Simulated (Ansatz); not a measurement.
Geometry optimisation, RKS PBE0-D4/def2-SVP (Ansatz).

Input file:

```yaml
crystal:
  periodic: [false, false, false]
  atoms:
    - { symbol: Si, position_ang: [0.128212, 0.145526, 0.318052] }
    - { symbol: H, position_ang: [0.268614, 0.403093, 1.752131] }
    - { symbol: "N", position_ang: [1.886562, 0.177179, 0.138861] }
    - { symbol: H, position_ang: [2.372596, -0.113891, -0.703772] }
    - { symbol: H, position_ang: [2.420343, -0.053435, 0.969059] }
    - { symbol: "N", position_ang: [-0.628351, 1.292984, -0.706072] }
    - { symbol: H, position_ang: [-1.548087, 1.131935, -1.093586] }
    - { symbol: H, position_ang: [-0.356988, 2.267362, -0.738801] }
    - { symbol: H, position_ang: [-0.624601, -1.121253, 0.049628] }
basis:
  gaussian: { orbitals: def2-SVP }
hamiltonian:
  xc: pbe0
  dispersion: d4
relax:
  f_tol: 0.03
  max_steps: 50
```

Command:

```bash
$ ansatz run input.yaml --threads 1 --pin off --max-ram 2048MiB --backend cpu --events-out ev --progress --plain --runs-dir out
```

**Question.** Where does it end, and by what steps?

**Answer.** The run converged. After 5 steps the energy has fallen by 0.169 eV; H2 moved furthest, 0.26 Å.

```tsv
step	energy less start (eV)	largest force component (eV/Å)	accepted
0	0.0000	1.576	yes
1	-0.1428	0.684	yes
2	-0.1584	0.429	yes
3	-0.1665	0.101	yes
4	-0.1691	0.037	yes
5	-0.1692	0.017	yes
```

```xyz
9
Properties=species:S:1:pos:R:3
Si 0.163 0.147 0.368
H 0.019 0.427 1.837
N 1.870 0.169 0.125
H 2.273 -0.045 -0.780
H 2.499 -0.066 0.882
N -0.550 1.262 -0.737
H -1.501 1.130 -1.058
H -0.286 2.241 -0.736
H -0.568 -1.135 0.085
```

Time of the run: 16 s on 1 thread of Arm Neoverse V1 (shared host), peak memory 0.14 GiB.
